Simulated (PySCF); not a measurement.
methylamine cation (CH₅N), SMILES CN (connectivity only; charge and spin as stated), charge +1, multiplicity 2.

Geometry: B3LYP-D3(BJ)/def2-TZVP. The spin state was assumed, not searched.

The numbers are results of TDA-B3LYP/def2-TZVPD in PySCF, not measurements.

Vertical excitations. The molecule is in vacuum.

Computed lowest excited states:
| state | energy (eV) | λ (nm) | f | main pairs |
|---|---|---|---|---|
| root 1 | 4.45 | 279 | 0.002 | β HOMO→LUMO 99 % |
| root 2 | 5.87 | 211 | 0.120 | β HOMO−1→LUMO 96 % |
| root 3 | 6.46 | 192 | 0.004 | β HOMO−2→LUMO 97 % |
| root 4 | 8.37 | 148 | 0.001 | β HOMO−3→LUMO 98 % |
| root 5 | 8.78 | 141 | 0.001 | α HOMO→LUMO 98 % |
| root 6 | 10.31 | 120 | 0.003 | α HOMO→LUMO+2 97 % |
| root 7 | 10.41 | 119 | 0.028 | α HOMO→LUMO+1 96 % |
| root 8 | 10.72 | 116 | 0.000 | α HOMO−1→LUMO 56 %, β HOMO→LUMO+1 40 % |
| root 9 | 11.07 | 112 | 0.002 | α HOMO−1→LUMO 42 %, β HOMO→LUMO+1 57 % |
| root 10 | 11.22 | 110 | 0.026 | α HOMO→LUMO+3 90 % |
Unrestricted roots are not spin-pure.
